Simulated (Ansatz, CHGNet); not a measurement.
Elastic constant C11 (GPa) of solids drawn from the class of elemental solids other than molecular ones, at two levels: the machine-learned potential CHGNet 0.3.0 (trained on PBE and PBE+U data), and PBE (Ansatz, a first-principles code, plane waves, PAW).

| solid | CHGNet 0.3.0 | PBE | shift (%) |
|---|---|---|---|
| fcc Au | 103 | 157 | +52 |
| diamond | 563 | 1051 | +87 |
| diamond-structure Si | 118 | 153 | +30 |
| bcc Rb | 13.5 | 3.07 | -77 |
| hcp Mg | 52.2 | 64.3 | +23 |
| bcc Li | 15.2 | 15.5 | +2.0 |
| fcc Pb | 27.7 | 47.1 | +70 |
| α-phase Ga | 47.7 | 75.5 | +58 |
| fcc Sr | 17.3 | 14.7 | -15.0 |
| bcc K | 9.39 | 3.97 | -58 |

The shifts run from -77 % to +87 %, with a median of +26 %.

Over all 10 rows PBE is the larger in 7.

Ansatz's runs of these crystals have no spin polarisation.

Spin–orbit coupling is left out, also for the solids with elements from indium on (fcc Au, fcc Pb); its size isn't shown.

Each level is taken at its own relaxed cell. Ansatz's density-functional and Hartree–Fock values are scalar-relativistic unless marked +SOC, with PAW data made under PBE.
